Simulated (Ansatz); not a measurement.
Ideal-gas functions of C$_{3}$H$_{4}$O$_{2}$ (`CC(=O)C=O`) at 400 K and 1 bar, from an Ansatz frequency run at PBE0-D4/def2-TZVP.

Molar mass 72.06 g/mol, point group Cs (symmetry number 1), electronic degeneracy 1, moments of inertia 54.957, 113.111, 164.992 u Å². Harmonic wavenumbers (cm⁻¹, unscaled): 81, 124, 246, 466, 484, 573, 798, 901, 1009, 1081, 1260, 1356, 1387, 1445, 1450, 1825, 1840, 2952, 3062, 3127, 3184.

Use S(trans) = R[1.5 ln M + 2.5 ln T − 1.1517]; rotational temperatures θ = 24.2544 K / I; S(rot) = R[ln(√π/σ · √(T³/θAθBθC)) + 1.5]; for each mode x = 1.438777 ν̃/T, S = R[x/(eˣ − 1) − ln(1 − e⁻ˣ)] and H = RT x/(eˣ − 1); 1 cm⁻¹ = 0.0119627 kJ/mol; R = 8.31446 J/(mol·K).

Problem. By hand: the entropy, in J/(mol·K).

Solution. Translation 168.3. Rotation: θ = 0.4413, 0.2144, 0.147 K, giving 109.7. Vibration, mode by mode: 18.60, 15.10, 9.60, 4.93, 4.68, 3.63, 1.92, 1.43, 1.05, 0.85, 0.50, 0.37, 0.34, 0.29, 0.28, 0.09, 0.08, 0.00, 0.00, 0.00, 0.00, in all 63.7. Electronic 0.0. Sum 341.7 J/(mol·K).

Problem. By hand: H − E and G − E in kJ/mol, counted from the electronic energy.

Solution. Zero-point energy ½ × 28651 × 0.0119627 = 171.4; thermal vibration 13.4; translation, rotation and pV give 4 RT = 13.3. H − E = 198.1 kJ/mol, and G − E = 198.1 − 400 × 341.7/1000 = 61.4 kJ/mol.

Vibration gives 19 % of the entropy, 33.7 J/(mol·K) of it from the modes under 150 cm⁻¹: soft modes count most, and the harmonic formula is weakest for them. The sum counts one conformer and one mirror image; others add a mixing term.
